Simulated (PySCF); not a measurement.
## Worked example: HOC⁺, singlet against HOC, doublet

Geometry (PBE0/def2-TZVP stationary point of a doublet), kept for both states (HOC, doublet: A'; HOC⁺, singlet: A'):

```xyz
3

O     0.0000   -0.1013    0.5002
C     0.0000    0.0736   -0.7526
H     0.0000    0.7302    1.0271
```

Basis 6-31G; PySCF 2.14.0. Only valence electrons are correlated (noble-gas cores frozen). Prefix R: restricted or restricted open-shell reference.

Full CI isn't at hand for all of this; RCCSDT serves as the reference. It lacks quadruple excitations, which often exceed the step from CCSD(T) to CCSDT.

```csv
level,"E(HOC, doublet) (hartree)","E(HOC⁺, singlet) (hartree)"
RCCSD(T),-113.332621,-113.042945
PBE,-113.605493,-113.291473
PBE0,-113.604432,-113.281887
RCCSDT,-113.333127,-113.043497
```

Question: Give the vertical gap, HOC⁺ singlet less HOC doublet, at each level in eV (1 hartree = 27.2114 eV), and each error against RCCSDT.

Answer: RCCSDT: (-113.043497 − (-113.333127)) × 27.2114 = 7.881 eV (the reference)
PBE0: (-113.281887 − (-113.604432)) × 27.2114 = 8.777 eV, error 0.896 eV
PBE: (-113.291473 − (-113.605493)) × 27.2114 = 8.545 eV, error 0.664 eV
RCCSD(T): (-113.042945 − (-113.332621)) × 27.2114 = 7.882 eV, error 0.001 eV

Total energies of functionals can't be set beside those of wave-function methods, since they hold the core's correlation and their own absolute errors; only the differences compare.

The set has no polarisation functions, so the order and spacing of states can differ from the basis-set limit.

In so small a basis the reference is far from its limit while semilocal and hybrid functionals are nearer theirs, so the functionals' errors here hold much of the reference's basis and frozen-core error, which can add to them or hide them.

Each level lands on the state that its own search finds. T1 diagnostics of restricted CCSD: 0.024 and 0.029.
